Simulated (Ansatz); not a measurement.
Input for Ansatz (development build ahead of 0.2.0):

```yaml
crystal:
  periodic: [false, false, false]
  atoms:
    - { symbol: "N", position_ang: [-0.00243, -0.00857, 0.00455] }
    - { symbol: H, position_ang: [0.60229, 0.6004, 0.59643] }
    - { symbol: H, position_ang: [0.58944, -0.58584, -0.59476] }
    - { symbol: H, position_ang: [-0.60333, 0.59808, -0.5974] }
    - { symbol: H, position_ang: [-0.59324, -0.5847, 0.59275] }
basis:
  gaussian: { orbitals: cc-pVTZ }
total_charge: 1
hamiltonian:
  xc: hf
correlation:
  method: mp2
  frozen_orbitals: { H: 0, "N": 1 }
```

The input is written out in the form of the current development build from the run's settings.

The run gave:

| Property | Result |
| --- | --- |
| Converged | yes |
| Reference energy | -56.56273 hartree |
| Correlation energy | -0.22992 hartree |
| Total energy | -56.79265 hartree |
| Spin squared of the determinant | 0.000 |
